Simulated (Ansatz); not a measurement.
## Ansatz (development build ahead of 0.2.0) run

```yaml
crystal:
  periodic: [false, false, false]
  atoms:
    - { symbol: O, position_ang: [0.0, 0.0, -0.11717] }
    - { symbol: H, position_ang: [0.0, 0.0, 0.93737] }
basis:
  gaussian: { orbitals: def2-TZVP }
magnetization:
  spin_polarized: true
  initial_magnetization: 1
hamiltonian:
  xc: hf
correlation:
  method: mp2
  frozen_orbitals: { H: 0, O: 1 }
```

The input is written out in the form of the current development build from the run's settings.

The run gave:

```
Converged                       : yes
Reference energy                : -75.41396 hartree
Correlation energy              : -0.19838 hartree
Total energy                    : -75.61235 hartree
Spin squared of the determinant : 0.758
```
